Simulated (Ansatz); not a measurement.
# C₂H₈NP: small, medium and large basis sets

Aim: see how fast density functionals converge with the basis set for C₂H₈NP.

The runs use Ansatz 0.2.0, Gaussian basis; one geometry, several basis sets.

Levels to be run: PBE0-D4/def2-SVP; ωB97M-V/def2-SVP; PBE0-D4/def2-QZVPP; ωB97M-V/def2-QZVPP; the functionals' def2-TZVPP values are taken from earlier runs.

## (1) The geometry

All runs share one geometry, relaxed beforehand with PBE0-D4 in a triple-zeta def2 set.

SMILES `CN(C)P`, 12 atoms, charge 0, spin multiplicity 1.

Atoms are counted from 1 here; the program's logs count them from 0.

Bond lengths: C1–N2 1.447 Å, C1–H5 1.101 Å, C1–H6 1.095 Å, C1–H7 1.091 Å, N2–C3 1.443 Å, N2–P4 1.700 Å, C3–H8 1.095 Å, C3–H9 1.102 Å, C3–H10 1.091 Å, P4–H11 1.438 Å, P4–H12 1.421 Å. Angles: N2–C1–H5 113.0°, N2–C1–H6 109.7°, N2–C1–H7 109.9°, H5–C1–H6 107.7°, H5–C1–H7 108.2°, H6–C1–H7 108.3°, C1–N2–C3 113.5°, C1–N2–P4 115.7°, C3–N2–P4 119.6°, N2–C3–H8 109.9°, N2–C3–H9 112.6°, N2–C3–H10 110.0°, H8–C3–H9 108.0°, H8–C3–H10 108.2°, H9–C3–H10 108.0°, N2–P4–H11 102.7°, N2–P4–H12 97.8°, H11–P4–H12 92.1°.

Geometry (Å):

```
C    -0.7394    1.2146   -0.3685
N    -0.3087   -0.0169    0.2575
C     1.1020   -0.0466    0.5603
P    -1.0804   -1.4310   -0.2863
H    -0.2379    1.4066   -1.3303
H    -0.5249    2.0600    0.2931
H    -1.8154    1.1840   -0.5463
H     1.3811    0.8503    1.1229
H     1.7285   -0.0885   -0.3454
H     1.3347   -0.9191    1.1728
H    -0.1369   -1.9628   -1.2330
H    -0.6256   -2.3060    0.7371
```

## (2) PBE0-D4 in def2-SVP

File in.yaml:

```yaml
crystal:
  periodic: [false, false, false]
  atoms:
    - {symbol: C, position_ang: [-0.739362, 1.214581, -0.368515]}
    - {symbol: N, position_ang: [-0.308682, -0.016949, 0.257492]}
    - {symbol: C, position_ang: [1.101980, -0.046609, 0.560343]}
    - {symbol: P, position_ang: [-1.080359, -1.430965, -0.286302]}
    - {symbol: H, position_ang: [-0.237919, 1.406596, -1.330262]}
    - {symbol: H, position_ang: [-0.524887, 2.060044, 0.293055]}
    - {symbol: H, position_ang: [-1.815409, 1.184021, -0.546279]}
    - {symbol: H, position_ang: [1.381074, 0.850318, 1.122898]}
    - {symbol: H, position_ang: [1.728462, -0.088516, -0.345368]}
    - {symbol: H, position_ang: [1.334700, -0.919085, 1.172784]}
    - {symbol: H, position_ang: [-0.136867, -1.962780, -1.232984]}
    - {symbol: H, position_ang: [-0.625632, -2.305959, 0.737136]}
basis:
  gaussian: {orbitals: def2-SVP}
hamiltonian: {xc: pbe0, dispersion: d4}
output: {orbitals: {seedname: orbitals}}
```

The runs that follow: ωB97M-V in def2-SVP; PBE0-D4 in def2-QZVPP; ωB97M-V in def2-QZVPP.

Before running them: what should the planned runs give, taken together? Wanted: PBE0-D4: double and triple zeta above quadruple; ωB97M-V: double and triple zeta above quadruple.

The runs gave:

```
                                       quantity          value
PBE0-D4: double and triple zeta above quadruple  7.91, 0.52 eV
ωB97M-V: double and triple zeta above quadruple  8.13, 0.50 eV
```

In words: PBE0-D4 gains 7.39 eV from double to triple zeta, then 0.52 eV more. Total energies overstate the basis error of differences, where much of it tends to cancel. The LUMO of ωB97M-V is positive and keeps falling with the basis (2.85 to 1.63 eV): an unbound level that the basis holds in place.
